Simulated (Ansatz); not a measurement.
**BH3+ (doublet): the correlation ladder at distance B1–H2 = 3.418 Å, cc-pVTZ**

How much of the correlation energy of BH3+ (doublet) does each wave-function method recover here?

Computed with Ansatz 0.2.0, Gaussian basis. Level: cc-pVTZ, core rule «outside noble gas», up to 1 orbitals frozen.

To be run: UHF; CCSD(T) on ROHF; CCSD(T) on UHF; BCCD(T) on ROHF; CCSDT(Q) on ROHF; CCSDT(Q) on UHF; CASSCF and NEVPT2, 3 electrons in 3 orbitals; CASSCF and MRCISD+Q, 5 electrons in 7 orbitals; CASSCF and NEVPT2, 5 electrons in 7 orbitals.

8 further runs of the same task are left out: 5 that didn't finish, 3 set aside as unsound or not needed.

## 1. The geometry

The geometry derives from a PBE0/def2-TZVP stationary point (not a proven minimum). One bond is set to the value named and the two fragments are kept rigid.

4 atoms, charge 1, spin multiplicity 2.

Atoms are counted from 1 here; the program's logs count them from 0.

Bond lengths: B1–H3 1.174 Å, B1–H4 1.276 Å. Angles: H3–B1–H4 145.8°.

## 2. UHF

File in.yaml:

```yaml
crystal:
  periodic: [false, false, false]
  atoms:
    - {symbol: B, position_ang: [0.000000, -0.087806, 0.197166]}
    - {symbol: H, position_ang: [0.000000, 1.835189, -2.628575]}
    - {symbol: H, position_ang: [0.000000, -0.087806, 1.371380]}
    - {symbol: H, position_ang: [0.000000, -0.805590, -0.857580]}
basis:
  gaussian: {orbitals: cc-pVTZ}
total_charge: 1
magnetization: {spin_polarized: true, initial_magnetization: 1}
hamiltonian: {xc: hf}
output: {orbitals: {seedname: orbitals}}
```

The run is started by

```
> ansatz run in.yaml --threads 1 --pin off --events-out ev --progress --plain --max-ram 2393MiB
```

After this run come: CCSD(T) on ROHF; CCSD(T) on UHF; BCCD(T) on ROHF; CCSDT(Q) on ROHF; CCSDT(Q) on UHF; CASSCF and NEVPT2, 3 electrons in 3 orbitals; CASSCF and MRCISD+Q, 5 electrons in 7 orbitals; CASSCF and NEVPT2, 5 electrons in 7 orbitals.

Q: Predict the results of all the runs planned. Wanted: UCCSDT(Q) below the RHF energy; RMP2 from UCCSDT(Q); UMP2 from UCCSDT(Q); RCCSD from UCCSDT(Q); RCCSD(T) from UCCSDT(Q); UCCSD(T) from UCCSDT(Q); RCCSDT(Q) from UCCSDT(Q); NEVPT2 pair from UCCSDT(Q); NEVPT2 valence from UCCSDT(Q).

As calculated:

| quantity | value |
| --- | --- |
| UCCSDT(Q) below the RHF energy | -2.4203 eV |
| RMP2 from UCCSDT(Q) | +516.0 meV |
| UMP2 from UCCSDT(Q) | +516.0 meV |
| RCCSD from UCCSDT(Q) | +37.1 meV |
| RCCSD(T) from UCCSDT(Q) | +8.1 meV |
| UCCSD(T) from UCCSDT(Q) | +8.1 meV |
| RCCSDT(Q) from UCCSDT(Q) | 0.0 meV |
| NEVPT2 pair from UCCSDT(Q) | +511.1 meV |
| NEVPT2 valence from UCCSDT(Q) | +357.9 meV |
| MRCISD+Q valence from UCCSDT(Q) | +21.0 meV |
| levels within 1 kcal/mol (43 meV) | RCCSD, UCCSD, RCCSD(T), UCCSD(T), BCCD(T), RCCSDT, UCCSDT, RCCSDT(Q), MRCISD valence, MRCISD+Q valence |
| T1 diagnostic | 0.007 |
| effectively unpaired electrons | 1.01 |

RCCSD(T) misses by +8.1 meV, 0.3 % of the correlation energy. One determinant dominates. Of the multireference levels listed MRCISD+Q valence comes nearest in total energy (+21.0 meV), which doesn't show that its space is the better one. These misses are within one basis, not against nature; the frozen cores of restricted and unrestricted runs differ, which can shift their rows.
